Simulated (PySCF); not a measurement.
# C₂H₄F₂S: electronic excitations and core binding energies

Aim: predict the electronic excitations and core binding energies of C₂H₄F₂S (`FCSCF`).

The runs use PySCF 2.14.0, with density-fitted response routines of our own; the level of theory stands in each step. All values are computed, except where a source is named. Atoms are numbered from 0 throughout.

### 1 The molecule as given

9 atoms, charge 0, multiplicity 1; geometry from: GFN2-xTB.

Bonds of the start (Å): F0–C1 1.36, C1–S2 1.82, S2–C3 1.82, C3–F4 1.36, C1–H5 1.09, C1–H6 1.09, C3–H7 1.09, C3–H8 1.09.

### 2 Excited states and response: B3LYP/def2-SVPD

The job: settings as JSON, then the geometry in Å.

```
{"job": {"kind": "uv", "xc": "B3LYP", "basis": "def2-SVPD", "nstates": 8, "ntriplets": 3}, "charge": 0, "multiplicity": 1}
F      0.848722     1.477087     0.817354
C      1.200032     0.213986     0.451831
S     -0.197452    -0.934437     0.619175
C     -1.213990    -0.293208    -0.742224
F     -0.652664    -0.568893    -1.951093
H      1.990980    -0.131792     1.119697
H      1.528562     0.241199    -0.590281
H     -2.184392    -0.789837    -0.690506
H     -1.306235     0.791889    -0.650547
```

With the program's defaults for keys left out, this is: TDDFT B3LYP/def2-SVPD, vertical, gas phase, core orbitals frozen in the response.

**Question.** This job is followed by: delta-SCF UKS SCAN, pcX-2 on the ionised atom, pcseg-1 elsewhere, spin-free X2C. Predict these results of the whole session: lowest singlet (B3LYP/def2-SVPD); brightest single state of those computed; lowest triplet; F1s binding energies, SCAN/pcX-2; C1s binding energies, SCAN/pcX-2; S1s binding energies, SCAN/pcX-2; S2p binding energies, SCAN/pcX-2.

The runs gave:

| quantity | value |
| --- | --- |
| lowest singlet (B3LYP/def2-SVPD) | 5.91 eV (210 nm), f = 0.001 |
| brightest single state of those computed | state 8, 8.19 eV, f = 0.149 |
| lowest triplet | 5.45 eV |
| F1s binding energies, SCAN/pcX-2 | F0 692.84 eV |
| C1s binding energies, SCAN/pcX-2 | C1 293.89 eV |
| S1s binding energies, SCAN/pcX-2 | S2 2477.61 eV |
| S2p binding energies, SCAN/pcX-2 | S2 170.24 eV |

The lowest singlet, at 5.91 eV, is HOMO→LUMO 0.97 and is dark; of the 8 states computed, the strongest absorption comes from state 8 at 8.19 eV (the last computed, so partners may be missing). The lowest triplet lies 0.46 eV below the lowest singlet (triplets in Tamm-Dancoff, singlets in full TDDFT). States above −ε(HOMO) lie where TDDFT describes them poorly and they hang on the basis; the brightest is among them.
